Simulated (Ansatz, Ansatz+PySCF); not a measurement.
```yaml
atoms:
  - { symbol: B, position_ang: [0.0459, 0.0052, -1.3555] }
  - { symbol: C, position_ang: [-0.0220, 0.0415, 0.1996] }
  - { symbol: O, position_ang: [0.0075, -0.0426, 1.3397] }
  - { symbol: H, position_ang: [-0.0123, -1.1327, -1.6461] }
  - { symbol: H, position_ang: [-1.0127, 0.5534, -1.6755] }
  - { symbol: H, position_ang: [1.0223, 0.5471, -1.6685] }
```

RHF-MP2 on singlet CH3BO was run in several spherical basis sets with Ansatz (development build ahead of 0.2.0). Frozen core: 3 orbitals.

(1) Rank the basis sets by the total energy that they give, lowest first, with the distance from the lowest.
A. aug-cc-pVDZ
B. 6-31G(d)
C. def2-TZVP
D. cc-pVTZ
E. def2-SVP
F. 6-31G
G. STO-3G
H. cc-pVDZ

## Answers

(1) D (0.00 eV), C (0.12 eV), A (3.04 eV), H (3.62 eV), B (4.69 eV), E (6.93 eV), F (9.41 eV), G (59.35 eV).

Totals follow the description of the cores as much as that of the bonds, so this order isn't one of quality for chemistry.
